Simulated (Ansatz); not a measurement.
Ansatz (an electronic-structure program) input (B3LYP/STO-3G):

Ansatz 0.2 input:
```yaml
crystal:
  periodic: [false, false, false]
  atoms:
    - {symbol: O, position_ang: [-0.02442974, 0.65299425, 0.02901803]}
    - {symbol: O, position_ang: [0.02442974, -0.65299425, -0.02901803]}
    - {symbol: H, position_ang: [0.92959641, 0.94278890, -0.02174973]}
    - {symbol: H, position_ang: [-0.92959641, -0.94278890, 0.02174973]}
basis:
  gaussian:
    orbitals: STO-3G
hamiltonian:
  xc: {name: B3LYP}
total_charge: 1
magnetization: {spin_polarized: true, initial_magnetization: 1}
output: {forces: true}
```

Output:

```
Functional definition: B3LYP
integrals: 0.00 GiB planned
172 factors; integrals over basis functions are off by at most 1.1e-5 eV
mean field: 0.06 GiB planned
mean field evaluation 1: about -4058.4687 eV, gradient 7.5e0 eV
mean field evaluation 2: about -4058.8788 eV, gradient 2.9e0 eV
mean field evaluation 4: about -4058.9393 eV, gradient 2.2e-1 eV
mean field evaluation 8: about -4058.9321 eV, gradient 8.1e-4 eV
mean field -4058.93212558 eV, -149.1630043719 hartree, gradient 6.3e-6 eV, S^2 0.750762; 0 other end points of the search recorded, 0 dependent functions left out
the calculation of the forces begins
reference -4058.93224605 eV, -149.1630087992 hartree; 9, 8 occupied and 3, 4 virtual orbitals, 172 factors
Total energy: -4058.93224605 eV, -149.1630087992 hartree
Atom 0 at    -0.024430     0.652994     0.029018 Å, force    -3.534923     4.755718     0.432775 eV/Å
Atom 1 at     0.024430    -0.652994    -0.029018 Å, force     3.534923    -4.755718    -0.432775 eV/Å
Atom 2 at     0.929596     0.942789    -0.021750 Å, force     3.064993     0.750367    -0.170683 eV/Å
Atom 3 at    -0.929596    -0.942789     0.021750 Å, force    -3.064993    -0.750367     0.170683 eV/Å
Dipole moment:    -0.000000     0.000000    -0.000000 e Å
```

The dipole moment of an ion depends on the origin.
